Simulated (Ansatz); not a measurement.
## A basis-limit estimate, worked out

The pair of SiNH5 (SMILES [SiH3]N, atoms 1–7) and PH3 (SMILES P, atoms 8–11), both closed shells, in one local arrangement (a lower one may exist), relaxed at PBE0-D4/def2-TZVP:

| atom | x (Å) | y (Å) | z (Å) |
| --- | --- | --- | --- |
| Si1 | -0.3072 | -0.6206 | -1.7540 |
| N2 | 0.5607 | 0.6223 | -0.9394 |
| H3 | -0.6401 | -1.6741 | -0.7603 |
| H4 | -1.5488 | -0.0186 | -2.3050 |
| H5 | 0.4087 | -1.2843 | -2.8842 |
| H6 | 0.7025 | 1.5092 | -1.3960 |
| H7 | 1.3603 | 0.3795 | -0.3749 |
| P8 | 0.3826 | 0.1525 | 2.3861 |
| H9 | -0.8010 | -0.4809 | 1.9315 |
| H10 | -0.1853 | 1.4505 | 2.3377 |
| H11 | 0.0674 | -0.0356 | 3.7585 |

Both fragments are computed in the basis of the whole pair.

Program: Ansatz 0.2.0. Basis: def2-TZVPPD and def2-QZVPPD. Cores are frozen in the correlated methods.

Energies in eV:

| quantity | pair | first fragment | second fragment |
| --- | --- | --- | --- |
| Hartree–Fock, triple zeta (X = 3) | -18744.14525 | -9424.69537 | -9319.46918 |
| Hartree–Fock, quadruple zeta (X = 4) | -18744.74059 | -9425.01897 | -9319.74056 |
| MP2 correlation, X = 3 | -14.40161 | -9.64177 | -4.66507 |
| MP2 correlation, X = 4 | -15.36532 | -10.28492 | -4.97875 |
| CCSD(T) correlation, X = 3 | -16.53746 | -10.82028 | -5.62743 |

Problem. Work out the interaction energy at the basis limit: extrapolate Hartree–Fock as E(X) = E∞ + A exp(−7.88 √X) and the MP2 correlation as E(X) = E∞ + B X^−2.97 (the exponents that Neese and Valeev fitted for def2-TZVPP and QZVPP, reused here for the diffuse sets), then add CCSD(T) − MP2 in triple zeta.

Solution. Each step is linear, so take the differences first (pair − first fragment − second fragment): Hartree–Fock 0.01930 (X = 3) and 0.01894 (X = 4); MP2 correlation -0.09477 and -0.10165; CCSD(T) correlation -0.08975.
Two points give E∞ = E(4) + w [E(4) − E(3)], with w = 1/(exp(7.88 (2 − √3)) − 1) = 0.1377 for Hartree–Fock and w = 1/((4/3)^2.97 − 1) = 0.7407 for the correlation.
Hartree–Fock: 0.01894 + 0.1377 × (-0.00036) = 0.0189 eV.
MP2 correlation: -0.10165 + 0.7407 × (-0.00688) = -0.1067 eV.
CCSD(T) − MP2: -0.08975 − (-0.09477) = 0.0050 eV.
Sum: 0.0189 + (-0.1067) + 0.0050 = -0.0828 eV, or -1.91 kcal/mol. Plain CCSD(T) in triple zeta gives -0.0704 eV, so the larger basis shifts the result by -0.0124 eV.

The T1 diagnostic stays at or below 0.014.

For scale, one of the runs: CCSD(T)/def2-TZVPPD, 269 basis functions, launched by `ansatz run in.yaml --threads 4 --pin off --events-out ev --progress --plain --max-ram 9574MiB`. Hardware: 4 CPU threads of an Arm Neoverse V1, shared host. Wall time 110 s; peak host memory 6.4 GiB.
